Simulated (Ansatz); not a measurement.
# SiH₄ (triplet): one geometry, many settings at a displaced geometry (v1)

Aim: run SiH₄ (triplet) at one geometry under a spread of methods and options, and see what each costs and gives.

Program: Ansatz 0.2.0, Gaussian basis. Level of theory: the settings change from run to run. These are calculated values, not measurements.

26 further runs of the same task are left out: 10 that didn't finish, 16 set aside as unsound or not needed.

## (1) What is computed

The geometry is a PBE0/def2-TZVP stationary point (not a proven minimum) with its atoms shifted at random (size 0.040 Å).

5 atoms, charge 0, spin multiplicity 3.

Atoms are counted from 1 here; the program's logs count them from 0.

Bond lengths: Si1–H2 1.510 Å, Si1–H3 1.461 Å, Si1–H4 1.533 Å, Si1–H5 1.588 Å. Angles: H2–Si1–H3 90.2°, H2–Si1–H4 91.3°, H2–Si1–H5 176.0°, H3–Si1–H4 178.5°, H3–Si1–H5 91.6°, H4–Si1–H5 86.9°.

Coordinates:

```xyz
5

Si    0.0034   -0.0001    0.0052
H    -0.0090    1.0688    1.0716
H     0.0340   -1.0346    1.0364
H    -0.0358    1.0579   -1.1038
H    -0.0831   -1.0887   -1.1479
```

## (2) MRCISD+Q(relaxed)(6,6)/6-31G

Contents of in.yaml:

```yaml
crystal:
  periodic: [false, false, false]
  atoms:
    - {symbol: Si, position_ang: [0.003370, -0.000123, 0.005157]}
    - {symbol: H, position_ang: [-0.008988, 1.068842, 1.071580]}
    - {symbol: H, position_ang: [0.034004, -1.034587, 1.036378]}
    - {symbol: H, position_ang: [-0.035779, 1.057862, -1.103793]}
    - {symbol: H, position_ang: [-0.083136, -1.088697, -1.147872]}
basis:
  gaussian: {orbitals: 6-31G}
magnetization: {spin_polarized: false, initial_magnetization: 2}
correlation: {method: fic_mrcisd_q_relaxed, electrons: outside_noble_gas, active_space: {window: {electrons: 6, orbitals: 6}, states: [{multiplicity: 3, weights: [1, 0.5, 0.5]}]}}
scf: {lower_state_search: off}
```

On the command line:

```sh
$ ansatz run in.yaml --threads 1 --pin off --events-out ev --progress --plain --max-ram 2393MiB
```

Output:

```text
Functional definition: HF
  name "HF"
  cite "Fock, Z. Phys. 61, 126 (1930) doi:10.1007/BF01340294"
  parent pbe
  exchange = exact_x
  correlation = 0
these checks for a lower state are left out or cut short: stability, starts, cluster_reference, orbital_swaps, neighbouring_geometries, increment
459 factors; integrals over basis functions are off by at most 2.8e-8 eV
mean field evaluation 1: about -7917.8891 eV, gradient 7.3e0 eV
mean field evaluation 2: about -7917.8915 eV, gradient 7.3e0 eV
mean field evaluation 4: about -7918.1944 eV, gradient 3.1e-1 eV
mean field evaluation 8: about -7918.1964 eV, gradient 2.9e-6 eV
mean field -7918.19644269 eV, -290.9883521225 hartree, gradient 1.8e-6 eV, S^2 2.000000; 0 other end points of the search recorded, 0 dependent functions left out
reference -7918.19644269 eV, -290.9883521225 hartree; 10, 8 occupied and 11, 13 virtual orbitals, 459 factors
state -7919.14713612 eV, -291.0232894615 hartree
state -7914.66896668 eV, -290.8587197702 hartree
state -7914.47994892 eV, -290.8517734957 hartree
contracted CI cycle   1: correlation -0.00000000 eV, -0.0000000000 hartree, residual 8.19e0 eV
contracted CI cycle   2: correlation -1.49817766 eV, -0.0550570135 hartree, residual 1.75e0 eV
contracted CI cycle   3: correlation -1.57465022 eV, -0.0578673283 hartree, residual 5.94e-1 eV
contracted CI cycle   4: correlation -1.58475285 eV, -0.0582385929 hartree, residual 2.51e-1 eV
contracted CI cycle   5: correlation -1.58673149 eV, -0.0583113067 hartree, residual 1.23e-1 eV
contracted CI cycle   6: correlation -1.58716085 eV, -0.0583270855 hartree, residual 5.32e-2 eV
contracted CI cycle   7: correlation -1.58724368 eV, -0.0583301295 hartree, residual 2.24e-2 eV
contracted CI cycle   8: correlation -1.58725662 eV, -0.0583306049 hartree, residual 8.76e-3 eV
contracted CI cycle   9: correlation -1.58725855 eV, -0.0583306757 hartree, residual 3.54e-3 eV
contracted CI cycle  10: correlation -1.58725886 eV, -0.0583306874 hartree, residual 1.58e-3 eV
contracted CI cycle  11: correlation -1.58725893 eV, -0.0583306898 hartree, residual 6.31e-4 eV
state -7919.14713612 eV, -291.0232894615 hartree; corrected -7920.81434372 eV, -291.0845582109 hartree
contracted CI cycle   1: correlation 0.00000000 eV, 0.0000000000 hartree, residual 8.49e0 eV
contracted CI cycle   2: correlation -1.67010238 eV, -0.0613751304 hartree, residual 1.85e0 eV
contracted CI cycle   3: correlation -1.75703677 eV, -0.0645699105 hartree, residual 5.83e-1 eV
contracted CI cycle   4: correlation -1.76710929 eV, -0.0649400688 hartree, residual 2.34e-1 eV
contracted CI cycle   5: correlation -1.76917751 eV, -0.0650160741 hartree, residual 1.51e-1 eV
contracted CI cycle   6: correlation -1.77018307 eV, -0.0650530281 hartree, residual 1.23e-1 eV
contracted CI cycle   7: correlation -1.76977640 eV, -0.0650380832 hartree, residual 2.18e-1 eV
contracted CI cycle   8: correlation -1.77001339 eV, -0.0650467922 hartree, residual 5.83e-2 eV
contracted CI cycle   9: correlation -1.77013159 eV, -0.0650511362 hartree, residual 2.98e-2 eV
contracted CI cycle  10: correlation -1.77016437 eV, -0.0650523407 hartree, residual 1.80e-2 eV
contracted CI cycle  11: correlation -1.77017778 eV, -0.0650528334 hartree, residual 1.19e-2 eV
contracted CI cycle  12: correlation -1.77018264 eV, -0.0650530123 hartree, residual 6.35e-3 eV
contracted CI cycle  13: correlation -1.77018382 eV, -0.0650530555 hartree, residual 2.58e-3 eV
contracted CI cycle  14: correlation -1.77018403 eV, -0.0650530634 hartree, residual 1.33e-3 eV
state -7914.66896668 eV, -290.8587197702 hartree; corrected -7916.54701216 eV, -290.9277366687 hartree
contracted CI cycle   1: correlation 0.00000000 eV, 0.0000000000 hartree, residual 8.31e0 eV
contracted CI cycle   2: correlation -1.50770773 eV, -0.0554072373 hartree, residual 1.73e0 eV
contracted CI cycle   3: correlation -1.57719117 eV, -0.0579607063 hartree, residual 5.85e-1 eV
contracted CI cycle   4: correlation -1.58568057 eV, -0.0582726860 hartree, residual 2.50e-1 eV
contracted CI cycle   5: correlation -1.60429374 eV, -0.0589567075 hartree, residual 6.23e0 eV
contracted CI cycle   6: correlation -1.58048213 eV, -0.0580816471 hartree, residual 1.63e0 eV
contracted CI cycle   7: correlation -1.58755172 eV, -0.0583414495 hartree, residual 1.07e0 eV
contracted CI cycle   8: correlation -1.58966062 eV, -0.0584189502 hartree, residual 4.88e-1 eV
contracted CI cycle   9: correlation -1.59104840 eV, -0.0584699502 hartree, residual 7.10e-1 eV
contracted CI cycle  10: correlation -1.59518986 eV, -0.0586221461 hartree, residual 5.77e-1 eV
contracted CI cycle  11: correlation -1.59519410 eV, -0.0586223020 hartree, residual 5.94e-1 eV
contracted CI cycle  12: correlation -1.60511641 eV, -0.0589869400 hartree, residual 1.72e0 eV
contracted CI cycle  13: correlation -1.61441985 eV, -0.0593288353 hartree, residual 1.92e0 eV
contracted CI cycle  14: correlation -1.56464482 eV, -0.0574996366 hartree, residual 3.96e0 eV
contracted CI cycle  15: correlation -1.58328429 eV, -0.0581846243 hartree, residual 1.14e0 eV
contracted CI cycle  16: correlation -1.59297262 eV, -0.0585406642 hartree, residual 1.74e0 eV
contracted CI cycle  17: correlation -1.61535531 eV, -0.0593632129 hartree, residual 1.25e0 eV
contracted CI cycle  18: correlation -1.61901756 eV, -0.0594977981 hartree, residual 1.85e0 eV
contracted CI cycle  19: correlation -1.49698377 eV, -0.0550131388 hartree, residual 4.20e0 eV
contracted CI cycle  20: correlation -1.53430535 eV, -0.0563846818 hartree, residual 1.83e0 eV
contracted CI cycle  21: correlation -1.58043186 eV, -0.0580797996 hartree, residual 3.68e0 eV
contracted CI cycle  22: correlation -0.97408179 eV, -0.0357968456 hartree, residual 6.81e0 eV
contracted CI cycle  23: correlation -1.10287425 eV, -0.0405298811 hartree, residual 3.80e0 eV
contracted CI cycle  24: correlation -1.06265294 eV, -0.0390517754 hartree, residual 3.08e0 eV
contracted CI cycle  25: correlation -1.15269609 eV, -0.0423607999 hartree, residual 4.10e0 eV
contracted CI cycle  26: correlation -1.67271601 eV, -0.0614711796 hartree, residual 4.36e0 eV
contracted CI cycle  27: correlation -1.77907199 eV, -0.0653796896 hartree, residual 2.77e0 eV
contracted CI cycle  28: correlation -1.45523155 eV, -0.0534787732 hartree, residual 2.49e0 eV
contracted CI cycle  29: correlation -1.52199196 eV, -0.0559321729 hartree, residual 8.02e-1 eV
contracted CI cycle  30: correlation -1.48557578 eV, -0.0545939028 hartree, residual 2.92e0 eV
contracted CI cycle  31: correlation -1.48585014 eV, -0.0546039854 hartree, residual 2.77e0 eV
contracted CI cycle  32: correlation -1.57816510 eV, -0.0579964978 hartree, residual 9.43e-1 eV
contracted CI cycle  33: correlation -1.58031381 eV, -0.0580754614 hartree, residual 5.77e-1 eV
contracted CI cycle  34: correlation -1.56207828 eV, -0.0574053180 hartree, residual 9.31e-1 eV
contracted CI cycle  35: correlation -1.56966945 eV, -0.0576842885 hartree, residual 2.99e-1 eV
contracted CI cycle  36: correlation -1.54003963 eV, -0.0565954124 hartree, residual 3.98e0 eV
contracted CI cycle  37: correlation -1.55455912 eV, -0.0571289941 hartree, residual 1.57e0 eV
contracted CI cycle  38: correlation -1.58052108 eV, -0.0580830783 hartree, residual 8.03e-1 eV
contracted CI cycle  39: correlation -1.58298423 eV, -0.0581735975 hartree, residual 3.93e-1 eV
contracted CI cycle  40: correlation -1.61069008 eV, -0.0591917687 hartree, residual 3.36e0 eV
contracted CI cycle  41: correlation -1.57007069 eV, -0.0576990336 hartree, residual 4.84e-1 eV
contracted CI cycle  42: correlation -1.57066786 eV, -0.0577209793 hartree, residual 3.34e-1 eV
contracted CI cycle  43: correlation -1.57027795 eV, -0.0577066504 hartree, residual 4.48e-1 eV
contracted CI cycle  44: correlation -1.57614694 eV, -0.0579223318 hartree, residual 8.67e-1 eV
contracted CI cycle  45: correlation -1.59935530 eV, -0.0587752231 hartree, residual 9.37e-1 eV
contracted CI cycle  46: correlation -1.60031748 eV, -0.0588105827 hartree, residual 1.24e0 eV
contracted CI cycle  47: correlation -1.57654396 eV, -0.0579369220 hartree, residual 6.68e-1 eV
contracted CI cycle  48: correlation -1.57701242 eV, -0.0579541375 hartree, residual 4.76e-1 eV
contracted CI cycle  49: correlation -1.57382539 eV, -0.0578370162 hartree, residual 3.68e-1 eV
contracted CI cycle  50: correlation -1.57615056 eV, -0.0579224649 hartree, residual 3.62e-1 eV
contracted CI cycle  51: correlation -1.62514279 eV, -0.0597228960 hartree, residual 4.08e0 eV
contracted CI cycle  52: correlation -1.48913585 eV, -0.0547247332 hartree, residual 4.19e0 eV
contracted CI cycle  53: correlation -1.54966305 eV, -0.0569490666 hartree, residual 4.40e0 eV
contracted CI cycle  54: correlation -1.63174406 eV, -0.0599654883 hartree, residual 1.95e0 eV
contracted CI cycle  55: correlation -1.65110195 eV, -0.0606768774 hartree, residual 2.83e0 eV
contracted CI cycle  56: correlation -1.73509701 eV, -0.0637636389 hartree, residual 2.43e0 eV
contracted CI cycle  57: correlation -1.74780629 eV, -0.0642306966 hartree, residual 3.38e0 eV
contracted CI cycle  58: correlation -1.19957756 eV, -0.0440836623 hartree, residual 5.66e0 eV
contracted CI cycle  59: correlation -1.23366073 eV, -0.0453361958 hartree, residual 4.42e0 eV
contracted CI cycle  60: correlation -0.93315554 eV, -0.0342928335 hartree, residual 3.59e0 eV
contracted CI cycle  61: correlation -1.24527226 eV, -0.0457629114 hartree, residual 3.52e0 eV
contracted CI cycle  62: correlation -1.91542581 eV, -0.0703906001 hartree, residual 3.77e0 eV
contracted CI cycle  63: correlation -1.08501425 eV, -0.0398735384 hartree, residual 7.52e0 eV
contracted CI cycle  64: correlation -1.51868190 eV, -0.0558105304 hartree, residual 1.03e0 eV
contracted CI cycle  65: correlation -1.50291105 eV, -0.0552309625 hartree, residual 1.28e0 eV
contracted CI cycle  66: correlation -1.51608811 eV, -0.0557152105 hartree, residual 8.76e-1 eV
contracted CI cycle  67: correlation -1.57574769 eV, -0.0579076596 hartree, residual 1.24e0 eV
contracted CI cycle  68: correlation -1.58793507 eV, -0.0583555375 hartree, residual 6.47e-1 eV
contracted CI cycle  69: correlation -1.56802649 eV, -0.0576239107 hartree, residual 5.02e-1 eV
contracted CI cycle  70: correlation -1.57140908 eV, -0.0577482186 hartree, residual 1.67e-1 eV
contracted CI cycle  71: correlation -1.57096455 eV, -0.0577318824 hartree, residual 2.32e-1 eV
contracted CI cycle  72: correlation -1.57178361 eV, -0.0577619822 hartree, residual 3.98e-1 eV
contracted CI cycle  73: correlation -1.58156548 eV, -0.0581214592 hartree, residual 3.80e-1 eV
contracted CI cycle  74: correlation -1.58158039 eV, -0.0581220074 hartree, residual 3.51e-1 eV
contracted CI cycle  75: correlation -1.57714947 eV, -0.0579591738 hartree, residual 3.87e-1 eV
contracted CI cycle  76: correlation -1.57942807 eV, -0.0580429111 hartree, residual 3.09e-1 eV
contracted CI cycle  77: correlation -1.58094211 eV, -0.0580985508 hartree, residual 1.39e-1 eV
contracted CI cycle  78: correlation -1.57578206 eV, -0.0579089224 hartree, residual 1.23e0 eV
contracted CI cycle  79: correlation -1.57863391 eV, -0.0580137261 hartree, residual 3.42e-1 eV
contracted CI cycle  80: correlation -1.58668389 eV, -0.0583095573 hartree, residual 4.79e-1 eV
contracted CI cycle  81: correlation -1.58819426 eV, -0.0583650624 hartree, residual 2.55e-1 eV
contracted CI cycle  82: correlation -1.58430179 eV, -0.0582220168 hartree, residual 3.92e-1 eV
contracted CI cycle  83: correlation -1.58448354 eV, -0.0582286959 hartree, residual 2.91e-1 eV
contracted CI cycle  84: correlation -1.58627904 eV, -0.0582946797 hartree, residual 1.61e-1 eV
contracted CI cycle  85: correlation -1.58660159 eV, -0.0583065329 hartree, residual 1.49e-1 eV
contracted CI cycle  86: correlation -1.58625075 eV, -0.0582936400 hartree, residual 1.87e-1 eV
contracted CI cycle  87: correlation -1.58768073 eV, -0.0583461908 hartree, residual 3.32e-1 eV
contracted CI cycle  88: correlation -1.59023151 eV, -0.0584399299 hartree, residual 1.80e-1 eV
contracted CI cycle  89: correlation -1.59284190 eV, -0.0585358603 hartree, residual 1.02e0 eV
contracted CI cycle  90: correlation -1.58768891 eV, -0.0583464911 hartree, residual 2.13e-1 eV
contracted CI cycle  91: correlation -1.58885121 eV, -0.0583892048 hartree, residual 1.84e-1 eV
contracted CI cycle  92: correlation -1.58910858 eV, -0.0583986633 hartree, residual 8.09e-2 eV
contracted CI cycle  93: correlation -1.58901955 eV, -0.0583953915 hartree, residual 7.23e-2 eV
contracted CI cycle  94: correlation -1.58913632 eV, -0.0583996825 hartree, residual 8.07e-2 eV
contracted CI cycle  95: correlation -1.59013870 eV, -0.0584365193 hartree, residual 2.50e-1 eV
contracted CI cycle  96: correlation -1.59018047 eV, -0.0584380546 hartree, residual 2.12e-1 eV
contracted CI cycle  97: correlation -1.58911169 eV, -0.0583987774 hartree, residual 1.44e-1 eV
contracted CI cycle  98: correlation -1.58941611 eV, -0.0584099646 hartree, residual 1.82e-1 eV
contracted CI cycle  99: correlation -1.58985314 eV, -0.0584260251 hartree, residual 5.54e-2 eV
contracted CI cycle 100: correlation -1.58993946 eV, -0.0584291975 hartree, residual 2.11e-1 eV
contracted CI cycle 101: correlation -1.58979318 eV, -0.0584238219 hartree, residual 2.59e-2 eV
contracted CI cycle 102: correlation -1.58988951 eV, -0.0584273617 hartree, residual 9.23e-2 eV
contracted CI cycle 103: correlation -1.59013706 eV, -0.0584364590 hartree, residual 1.46e-1 eV
contracted CI cycle 104: correlation -1.58976104 eV, -0.0584226408 hartree, residual 7.18e-2 eV
contracted CI cycle 105: correlation -1.58976112 eV, -0.0584226435 hartree, residual 7.37e-2 eV
contracted CI cycle 106: correlation -1.59007823 eV, -0.0584342971 hartree, residual 7.96e-2 eV
contracted CI cycle 107: correlation -1.59009056 eV, -0.0584347501 hartree, residual 5.59e-2 eV
contracted CI cycle 108: correlation -1.59003015 eV, -0.0584325304 hartree, residual 2.99e-2 eV
contracted CI cycle 109: correlation -1.59004697 eV, -0.0584331485 hartree, residual 2.16e-2 eV
contracted CI cycle 110: correlation -1.59005093 eV, -0.0584332938 hartree, residual 2.12e-2 eV
contracted CI cycle 111: correlation -1.59019396 eV, -0.0584385502 hartree, residual 3.51e-1 eV
contracted CI cycle 112: correlation -1.59001783 eV, -0.0584320776 hartree, residual 3.70e-2 eV
contracted CI cycle 113: correlation -1.59012444 eV, -0.0584359954 hartree, residual 7.94e-2 eV
contracted CI cycle 114: correlation -1.59022036 eV, -0.0584395204 hartree, residual 4.19e-2 eV
contracted CI cycle 115: correlation -1.59009439 eV, -0.0584348910 hartree, residual 9.40e-2 eV
contracted CI cycle 116: correlation -1.59014095 eV, -0.0584366020 hartree, residual 1.99e-2 eV
contracted CI cycle 117: correlation -1.59014971 eV, -0.0584369241 hartree, residual 2.58e-2 eV
contracted CI cycle 118: correlation -1.59015436 eV, -0.0584370947 hartree, residual 1.68e-2 eV
contracted CI cycle 119: correlation -1.59015426 eV, -0.0584370912 hartree, residual 1.80e-2 eV
contracted CI cycle 120: correlation -1.59016573 eV, -0.0584375128 hartree, residual 3.47e-2 eV
contracted CI cycle 121: correlation -1.59024604 eV, -0.0584404641 hartree, residual 4.83e-2 eV
contracted CI cycle 122: correlation -1.59025235 eV, -0.0584406961 hartree, residual 7.45e-2 eV
contracted CI cycle 123: correlation -1.59018122 eV, -0.0584380820 hartree, residual 2.70e-2 eV
contracted CI cycle 124: correlation -1.59019676 eV, -0.0584386530 hartree, residual 3.29e-2 eV
contracted CI cycle 125: correlation -1.59020955 eV, -0.0584391232 hartree, residual 1.19e-2 eV
contracted CI cycle 126: correlation -1.59020649 eV, -0.0584390107 hartree, residual 1.59e-2 eV
contracted CI cycle 127: correlation -1.59020896 eV, -0.0584391014 hartree, residual 1.02e-2 eV
contracted CI cycle 128: correlation -1.59023342 eV, -0.0584400003 hartree, residual 4.69e-2 eV
contracted CI cycle 129: correlation -1.59024622 eV, -0.0584404707 hartree, residual 4.12e-2 eV
contracted CI cycle 130: correlation -1.59020761 eV, -0.0584390520 hartree, residual 2.52e-2 eV
contracted CI cycle 131: correlation -1.59021026 eV, -0.0584391492 hartree, residual 3.38e-2 eV
contracted CI cycle 132: correlation -1.59023337 eV, -0.0584399985 hartree, residual 1.40e-2 eV
contracted CI cycle 133: correlation -1.59023345 eV, -0.0584400014 hartree, residual 1.67e-2 eV
contracted CI cycle 134: correlation -1.59023120 eV, -0.0584399188 hartree, residual 5.83e-3 eV
contracted CI cycle 135: correlation -1.59023352 eV, -0.0584400041 hartree, residual 1.18e-2 eV
contracted CI cycle 136: correlation -1.59023709 eV, -0.0584401351 hartree, residual 1.29e-2 eV
contracted CI cycle 137: correlation -1.59022576 eV, -0.0584397186 hartree, residual 3.01e-2 eV
contracted CI cycle 138: correlation -1.59022749 eV, -0.0584397824 hartree, residual 1.55e-2 eV
contracted CI cycle 139: correlation -1.59024103 eV, -0.0584402799 hartree, residual 1.75e-2 eV
contracted CI cycle 140: correlation -1.59024271 eV, -0.0584403416 hartree, residual 9.52e-3 eV
contracted CI cycle 141: correlation -1.59023921 eV, -0.0584402129 hartree, residual 9.45e-3 eV
contracted CI cycle 142: correlation -1.59023997 eV, -0.0584402409 hartree, residual 3.50e-3 eV
contracted CI cycle 143: correlation -1.59024004 eV, -0.0584402434 hartree, residual 3.97e-3 eV
contracted CI cycle 144: correlation -1.59024026 eV, -0.0584402516 hartree, residual 4.98e-3 eV
contracted CI cycle 145: correlation -1.59023994 eV, -0.0584402398 hartree, residual 5.39e-3 eV
contracted CI cycle 146: correlation -1.59024143 eV, -0.0584402945 hartree, residual 9.87e-3 eV
contracted CI cycle 147: correlation -1.59024349 eV, -0.0584403703 hartree, residual 5.06e-3 eV
contracted CI cycle 148: correlation -1.59025020 eV, -0.0584406169 hartree, residual 7.46e-2 eV
contracted CI cycle 149: correlation -1.59024176 eV, -0.0584403067 hartree, residual 4.13e-3 eV
contracted CI cycle 150: correlation -1.59024227 eV, -0.0584403254 hartree, residual 4.98e-3 eV
contracted CI cycle 151: correlation -1.59024240 eV, -0.0584403302 hartree, residual 2.75e-3 eV
contracted CI cycle 152: correlation -1.59024225 eV, -0.0584403248 hartree, residual 2.16e-3 eV
contracted CI cycle 153: correlation -1.59024235 eV, -0.0584403285 hartree, residual 1.92e-3 eV
contracted CI cycle 154: correlation -1.59024287 eV, -0.0584403476 hartree, residual 5.83e-3 eV
contracted CI cycle 155: correlation -1.59024288 eV, -0.0584403478 hartree, residual 5.30e-3 eV
contracted CI cycle 156: correlation -1.59024238 eV, -0.0584403297 hartree, residual 2.68e-3 eV
contracted CI cycle 157: correlation -1.59024250 eV, -0.0584403341 hartree, residual 3.51e-3 eV
contracted CI cycle 158: correlation -1.59024266 eV, -0.0584403399 hartree, residual 1.14e-3 eV
contracted CI cycle 159: correlation -1.59024535 eV, -0.0584404388 hartree, residual 1.19e-1 eV
contracted CI cycle 160: correlation -1.59024260 eV, -0.0584403375 hartree, residual 5.62e-4 eV
contracted CI cycle 161: correlation -1.59024261 eV, -0.0584403380 hartree, residual 1.03e-3 eV
contracted CI cycle 162: correlation -1.59024274 eV, -0.0584403429 hartree, residual 8.47e-3 eV
contracted CI cycle 163: correlation -1.59024260 eV, -0.0584403377 hartree, residual 6.86e-4 eV
contracted CI cycle 164: correlation -1.59024260 eV, -0.0584403378 hartree, residual 1.03e-3 eV
contracted CI cycle 165: correlation -1.59024267 eV, -0.0584403401 hartree, residual 1.19e-3 eV
contracted CI cycle 166: correlation -1.59024267 eV, -0.0584403402 hartree, residual 9.75e-4 eV
contracted CI cycle 167: correlation -1.59024265 eV, -0.0584403394 hartree, residual 4.30e-4 eV
state -7914.47994892 eV, -290.8517734957 hartree; corrected -7916.15240763 eV, -290.9132352197 hartree
Total energy: -7918.58202681 eV, -291.0025220776 hartree
Checks for a lower state left out: stability, starts, cluster_reference, orbital_swaps, neighbouring_geometries, increment
```

Run time: 3 s. Hardware: 1 thread of Arm Neoverse V2, shared host.

From the report: 400 determinants; active occupations (of the averaged states) 1.97, 1.73, 1.21, 0.77, 0.29, 0.03.

[end of part 1 of 2]
